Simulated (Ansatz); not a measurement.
Reaction (SMILES): ClCCl → Cl[CH]Cl + H atom
B3LYP-D3(BJ)/def2-TZVP geometries, fixed; electronic energies without zero-point terms.

Basis-set convergence of the bond dissociation energy at PBE with Ansatz (an electronic-structure program). Cartesian d functions, on some or all atoms, in 6-31G*, 6-31+G*, 6-311G**, 6-311+G**; all else is spherical. The program fits the integrals of some runs and decomposes those of others, by size. Open shells are unrestricted. No added dispersion term, no relativity. Functions are those of the species that has most. Reference: the value in aug-pcseg-3, 96.80 kcal/mol, itself unsure by roughly 0.07 kcal/mol (its mean distance from aug-cc-pV(Q+d)Z, cc-pV(5+d)Z, def2-QZVPPD). Deviations are taken from unrounded values.

| basis | functions | bond dissociation energy (kcal/mol) |
|---|---|---|
| 6-31G* | 57 | 99.25 |
| 6-31+G* | 69 | 99.05 |
| def2-SVP | 60 | 96.10 |
| def2-SVPD | 90 | 98.18 |
| pcseg-1 | 60 | 97.72 |
| aug-pcseg-1 | 95 | 98.64 |
| cc-pV(D+d)Z | 70 | 95.80 |
| aug-cc-pV(D+d)Z | 105 | 96.45 |
| 6-311G** | 84 | 99.14 |
| 6-311+G** | 96 | 98.65 |
| def2-TZVP | 117 | 96.69 |
| def2-TZVPD | 147 | 96.81 |
| pcseg-2 | 126 | 97.26 |
| aug-pcseg-2 | 192 | 97.22 |
| cc-pV(T+d)Z | 136 | 96.97 |
| aug-cc-pV(T+d)Z | 202 | 97.01 |
| def2-TZVPP | 143 | 96.92 |
| def2-TZVPPD | 173 | 97.04 |
| cc-pV(Q+d)Z | 243 | 96.94 |
| aug-cc-pV(Q+d)Z | 350 | 96.92 |
| pcseg-3 | 254 | 96.84 |
| aug-pcseg-3 | 361 | 96.80 |
| def2-QZVPP | 257 | 96.86 |
| def2-QZVPPD | 287 | 96.87 |

What the diffuse functions change, pair by pair:
- 6-31G* to 6-31+G*: 12 more functions, deviation 2.45 to 2.25 kcal/mol
- def2-SVP to def2-SVPD: 30 more functions, deviation -0.70 to 1.38 kcal/mol
- pcseg-1 to aug-pcseg-1: 35 more functions, deviation 0.92 to 1.84 kcal/mol
- cc-pV(D+d)Z to aug-cc-pV(D+d)Z: 35 more functions, deviation -1.00 to -0.35 kcal/mol
- 6-311G** to 6-311+G**: 12 more functions, deviation 2.34 to 1.85 kcal/mol
- def2-TZVP to def2-TZVPD: 30 more functions, deviation -0.11 to 0.01 kcal/mol
- pcseg-2 to aug-pcseg-2: 66 more functions, deviation 0.46 to 0.42 kcal/mol
- cc-pV(T+d)Z to aug-cc-pV(T+d)Z: 66 more functions, deviation 0.17 to 0.21 kcal/mol
- def2-TZVPP to def2-TZVPPD: 30 more functions, deviation 0.12 to 0.24 kcal/mol
- cc-pV(Q+d)Z to aug-cc-pV(Q+d)Z: 107 more functions, deviation 0.14 to 0.12 kcal/mol
- pcseg-3 to aug-pcseg-3: 107 more functions, deviation 0.04 to 0.00 kcal/mol
- def2-QZVPP to def2-QZVPPD: 30 more functions, deviation 0.06 to 0.07 kcal/mol

Leaving out the reference's own pair, they bring the value nearer the reference by more than 0.07 kcal/mol in 4 of 11 pairs.
